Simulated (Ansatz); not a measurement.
Molecule (SMILES): N#C (CH-N).
Atoms: C1, N2, H3. Bonds: C1-N2, C1-H3.

How fast the optimised C1-H3 bond length converges with the basis for several methods (Ansatz, a program for electronic structure): deviation from each method's own reference, in Å. References: B3LYP 1.0655 Å, the value in aug-pcseg-3; CCSD(T) 1.0669 Å, the value in def2-QZVPP; HF 1.0565 Å, the value in aug-pcseg-3; MP2 1.0629 Å, the value in aug-pcseg-3; PBE 1.0748 Å, the value in aug-pcseg-3. Cartesian d functions, on some or all atoms, in 6-31+G*; all else is spherical. In correlated methods cores are frozen. No added dispersion term, no relativity. The reference of a correlated method is not its basis-set limit, which lies further on.

| basis | functions | B3LYP | CCSD(T) | HF | MP2 | PBE |
|---|---|---|---|---|---|---|
| STO-3G | 11 | 0.0230 | 0.0276 | … | 0.0247 | 0.0214 |
| 3-21G | 20 | -0.0018 | 0.0029 | … | 0.0016 | -0.0014 |
| 6-31G | 20 | 0.0010 | 0.0083 | … | 0.0073 | 0.0006 |
| cc-pVDZ | 33 | 0.0115 | 0.0157 | … | 0.0160 | 0.0100 |
| 6-31+G* | 40 | 0.0061 | 0.0079 | … | 0.0081 | 0.0054 |
| aug-cc-pVDZ | 55 | 0.0090 | 0.0147 | … | 0.0150 | 0.0078 |
| aug-pcseg-1 | 55 | 0.0093 | 0.0080 | … | 0.0093 | 0.0081 |
| def2-TZVP | 68 | 0.0013 | 0.0030 | … | 0.0044 | 0.0011 |
| cc-pVTZ | 74 | -0.0002 | -0.0001 | … | 0.0014 | -0.0002 |
| pcseg-2 | 74 | 0.0004 | -0.0009 | … | 0.0007 | 0.0003 |
| cc-pVQZ | 140 | -0.0001 | -0.0001 | … | 0.0013 | -0.0001 |
| def2-QZVPP | 144 | 0.0000 | 0.0000 | … | 0.0014 | 0.0001 |

Task: What belongs in the gaps?

Result: 
- STO-3G, HF: 0.0134
- 3-21G, HF: -0.0062
- 6-31G, HF: -0.0037
- cc-pVDZ, HF: 0.0102
- 6-31+G*, HF: 0.0035
- aug-cc-pVDZ, HF: 0.0086
- aug-pcseg-1, HF: 0.0067
- def2-TZVP, HF: 0.0015
- cc-pVTZ, HF: 0.0001
- pcseg-2, HF: 0.0003
- cc-pVQZ, HF: 0.0005
- def2-QZVPP, HF: 0.0004

Mean absolute deviation over def2-TZVP, cc-pVTZ, pcseg-2: PBE 0.0005, B3LYP 0.0006, HF 0.0006, CCSD(T) 0.0013, MP2 0.0022 Å.
